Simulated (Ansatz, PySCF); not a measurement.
This PySCF input computes a CCSD(T)/cc-pVDZ energy:

```python
from pyscf import gto, scf, mp, cc as ccmod

mol = gto.M(
    atom='''
    N    -0.00000000   -0.00000000   -0.56338698
    O     0.00000000    0.00000000    0.49296360
    ''',
    basis='cc-pvdz',
    charge=1,
    spin=0,
    verbose=4,
)

mf = scf.RHF(mol)
mf.conv_tol = 1e-10
mf.max_cycle = 100
mf.kernel()
mp2 = mp.MP2(mf, frozen=2).run()
cc = ccmod.CCSD(mf, frozen=2)
cc.max_cycle = 100
cc.kernel()
et = cc.ccsd_t()
print(f'E(CCSD(T)) = {cc.e_tot + et:.9f}')
```

Problem. Write an input for the same energy in Ansatz (an electronic-structure program) and say what it gives.

Solution. 
Ansatz 0.2 input:
```yaml
crystal:
  periodic: [false, false, false]
  atoms:
    - {symbol: N, position_ang: [-0.00000000, -0.00000000, -0.56338698]}
    - {symbol: O, position_ang: [0.00000000, 0.00000000, 0.49296360]}
basis:
  gaussian:
    orbitals: cc-pVDZ
total_charge: 1
magnetization: {spin_polarized: false}
correlation: {method: ccsd_t, electrons: outside_noble_gas}
```
It gives -129.27390 Eh, and PySCF -129.27390 Eh, a difference of 0.00 mEh.
